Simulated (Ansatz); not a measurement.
`F[B]F`• → B• + 2 F•  (atomization)

Computed with Ansatz on PBE0-D4/def2-TZVP structures; ΔE is electronic, products minus reactants. CBS: def2 TZ/QZ extrapolation, frozen cores. DFT in def2-TZVPP. HSE06 is defined as in plane-wave codes. Open shells (•) are unrestricted, without spin–orbit coupling. Spin–orbit coupling would lower the free atoms: a little for B, F.

Question: What is ΔE at CCSD(T)/CBS? (An estimate is asked.)

Answer: The calculation gave: +12.80 eV.

Question: What do these levels give: revPBE-D4, HSE06-D4, r2SCANh, LC-ωPBE, MP2/def2-SVP, MP2/CBS(cc)? (An estimate is asked.)

Answer: The calculation gave: revPBE-D4 12.95, HSE06-D4 12.97, r2SCANh 13.00, LC-ωPBE 13.12, MP2/def2-SVP 13.13, MP2/CBS(cc) 13.69 eV.

Largest T1 diagnostic among the species: 0.015.

At CCSD(T), def2-SVP lies −0.54 eV from the extrapolated value and def2-TZVPP −0.34 eV: correlation converges slowly with the basis, and small sets miss more of it in the bonded molecule than in its fragments. Leaving LDA and LC-ωPBE aside and taking each functional with its dispersion term where it has one, the values, not all of them listed here, spread over 1.26 eV, from BHLYP-D4 to PBE-D4. LDA lies +1.85 eV from PBE without D4, its usual overbinding.
